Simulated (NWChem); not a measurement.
System: OH, doublet; SMILES [OH]

NWChem input:

```
start job
memory heap 200 mb stack 900 mb global 1100 mb
geometry units angstroms noautosym nocenter noautoz
  O      0.000000     0.000000    -0.120175
  H      0.000000     0.000000     0.869454
end
basis spherical
  O library iglo-ii
  H library iglo-ii
end
dft
  odft
  mult 2
  xc b3lyp
  iterations 150
end
property
  hyperfine
end
task dft property
```

Excerpt of the output:

```
             Northwest Computational Chemistry Package (NWChem) 7.3.0
             --------------------------------------------------------

                             Geometry "geometry" -> ""
                             -------------------------

 Output coordinates in angstroms (scale by  1.889725989 to convert to a.u.)

  No.       Tag          Charge          X              Y              Z
 ---- ---------------- ---------- -------------- -------------- --------------
    1 O                    8.0000     0.00000000     0.00000000    -0.12017500
    2 H                    1.0000     0.00000000     0.00000000     0.86945400

 Effective nuclear repulsion energy (a.u.)       4.2777828782

                              NWChem Property Module
                              ----------------------

  itol2e modified to match energy
  convergence criterion.

                                 NWChem DFT Module
                                 -----------------

 Summary of "ao basis" -> "ao basis" (spherical)
 ------------------------------------------------------------------------------
       Tag                 Description            Shells   Functions and Types
 ---------------- ------------------------------  ------  ---------------------
 O                          iglo-ii                 10       22   5s4p1d
 H                          iglo-ii                  4        6   3s1p

  itol2e modified to match energy
  convergence criterion.

            General Information
            -------------------
          SCF calculation type: DFT
          Wavefunction type:  spin polarized.
          No. of atoms     :     2
          No. of electrons :     9
           Alpha electrons :     5
            Beta electrons :     4
          Charge           :     0
          Spin multiplicity:     2
          Use of symmetry is: off; symmetry adaption is: off
          Maximum number of iterations: 150
          AO basis - number of functions:    28
                     number of shells:    14
          Convergence on energy requested:  1.00D-07
          Convergence on density requested:  1.00D-05
          Convergence on gradient requested:  5.00D-04

              XC Information
              --------------
                         B3LYP Method XC Potential
                     Hartree-Fock (Exact) Exchange  0.200
                        Slater Exchange Functional  0.800 local
                    Becke 1988 Exchange Functional  0.720 non-local
              Lee-Yang-Parr Correlation Functional  0.810
                  VWN I RPA Correlation Functional  0.190 local

             Grid Information
             ----------------
          Grid used for XC integration:  fine
          Radial quadrature: Mura-Knowles
          Angular quadrature: Lebedev.
          Tag              B.-S. Rad. Rad. Pts. Rad. Cut. Ang. Pts.
          ---              ---------- --------- --------- ---------
          O                   0.60       70           6.0       590
          H                   0.35       60           6.0       590
          Grid pruning is: on
          Number of quadrature shells:   130
          Spatial weights used:  Erf1

      Superposition of Atomic Density Guess
      -------------------------------------

 Sum of atomic energies:         -75.27672983

      Non-variational initial energy
      ------------------------------

 Total energy =     -75.057191
 1-e energy   =    -111.917268
 2-e energy   =      32.582294
 HOMO         =      -0.420423
 LUMO         =       0.108996

   convergence    iter        energy       DeltaE   RMS-Dens  Diis-err
 ---------------- ----- ----------------- --------- --------- ---------
 d= 0,ls=0.0,diis     1    -75.7386104232 -8.00D+01  4.69D-03  1.04D-01
                                                     4.78D-03  8.59D-02
 d= 0,ls=0.0,diis     2    -75.7554252441 -1.68D-02  1.46D-03  4.04D-03
                                                     1.35D-03  3.09D-03
 d= 0,ls=0.0,diis     3    -75.7566568288 -1.23D-03  4.30D-04  5.38D-04
                                                     5.45D-04  6.10D-04
 d= 0,ls=0.0,diis     4    -75.7568249190 -1.68D-04  1.80D-04  1.91D-04
                                                     1.14D-04  8.98D-05
 d= 0,ls=0.0,diis     5    -75.7568704539 -4.55D-05  1.56D-05  4.93D-07
                                                     5.40D-05  4.67D-06
  Resetting Diis
 d= 0,ls=0.0,diis     6    -75.7568722533 -1.80D-06  1.35D-05  2.29D-07
                                                     6.58D-06  1.90D-08
 d= 0,ls=0.0,diis     7    -75.7568723678 -1.15D-07  1.26D-06  1.86D-09
                                                     2.05D-06  3.37D-09
 d= 0,ls=0.0,diis     8    -75.7568723712 -3.40D-09  1.01D-06  1.25D-09
                                                     4.85D-07  3.54D-10

         Total DFT energy =      -75.756872371241
      One electron energy =     -112.596153274972
           Coulomb energy =       41.458498210230
    Exchange-Corr. energy =       -8.897000184726
 Nuclear repulsion energy =        4.277782878228

 Numeric. integr. density =        8.999999929320

                    DFT Final Alpha Molecular Orbital Analysis
                    ------------------------------------------

 Vector    3  Occ=1.000000D+00  E=-4.732125D-01
              MO Center=  2.4D-10, -3.7D-10, -4.7D-02, r^2= 7.2D-01
   Bfn.  Coefficient  Atom+Function         Bfn.  Coefficient  Atom+Function
  ----- ------------  ---------------      ----- ------------  ---------------
    14      0.362478  1 O  pz                 5     -0.302317  1 O  s
    11      0.249403  1 O  pz                24      0.244346  2 H  s
    17      0.226906  1 O  pz                 4     -0.175623  1 O  s
    23      0.162658  2 H  s                  8      0.089226  1 O  pz
     2      0.064867  1 O  s                  1      0.040985  1 O  s

 Vector    4  Occ=1.000000D+00  E=-4.137912D-01
              MO Center= -4.1D-10,  5.5D-10, -9.9D-02, r^2= 5.6D-01
   Bfn.  Coefficient  Atom+Function         Bfn.  Coefficient  Atom+Function
  ----- ------------  ---------------      ----- ------------  ---------------
    13      0.376632  1 O  py                16      0.281265  1 O  py
    12     -0.279267  1 O  px                10      0.249955  1 O  py
    15     -0.208554  1 O  px                 9     -0.185337  1 O  px
     7      0.088842  1 O  py                 6     -0.065875  1 O  px

[...]

          ----------------------
          Hyperfine Interactions
          ----------------------

 Total Spin Density (Fermi Contact Term)
 ------------------ --------------------
     Atom            x         y         z       Density (a.u.)      Aiso(MHz)     Aiso(Gauss)
     1  17-O      0.00000   0.00000  -0.22710       0.051433        -31.178627     -11.125291
     2   1-H      0.00000   0.00000   1.64303      -0.015173        -67.820656     -24.200056

           -------------------------------------------
           Anisotropic Interaction (Spin-Dipolar Term)
           -------------------------------------------

 ------------------------------------------------------------
     Atom            x         y         z
 ------------------------------------------------------------
     1  17-O      0.00000   0.00000  -0.22710

   Spin-Dipolar term (a.u.)
        xx             yy             zz             xy             xz             yz
 ------------------------------------------------------------------------------------------
       0.110904       1.807073      -1.917977      -2.793379      -0.000000       0.000000

   Principal Comp. of -hf- tensor (au)            Anisotropic -hfcc- (MHz)               Anisotropic -hfcc- (Gauss)
 --------------------------------------------------------------------------------------------------------------------------
     -1.960295     3.878272    -1.917977     141.845564  -280.629063   138.783499      50.613939  -100.135259    49.521320

   Orientation of the principal axis of Hyperfine Tensor w.r.t absolute (molecular) frame
 --------------------------------------------------------------------------------------------------------------------------
      0.803278    -0.595604    -0.000000
      0.595604     0.803278    -0.000000
      0.000000     0.000000     1.000000

 ------------------------------------------------------------
     Atom            x         y         z
 ------------------------------------------------------------
     2   1-H      0.00000   0.00000   1.64303

   Spin-Dipolar term (a.u.)
        xx             yy             zz             xy             xz             yz
 ------------------------------------------------------------------------------------------
      -0.095480      -0.070063       0.165543      -0.041860       0.000000      -0.000000

   Principal Comp. of -hf- tensor (au)            Anisotropic -hfcc- (MHz)               Anisotropic -hfcc- (Gauss)
 --------------------------------------------------------------------------------------------------------------------------
     -0.126518    -0.039025     0.165543     -67.504184   -20.821736    88.325921     -24.087131    -7.429701    31.516832

   Orientation of the principal axis of Hyperfine Tensor w.r.t absolute (molecular) frame
 --------------------------------------------------------------------------------------------------------------------------
      0.803277    -0.595606     0.000000
      0.595606     0.803277    -0.000000
     -0.000000     0.000000     1.000000
```

Level: B3LYP/IGLO-II, spin-unrestricted, contact and dipolar terms. The state is orbitally degenerate and is run as one real component. Geometry: optimised at PBE0/def2-SVP, spin-unrestricted. No stability test was run on the SCF state.
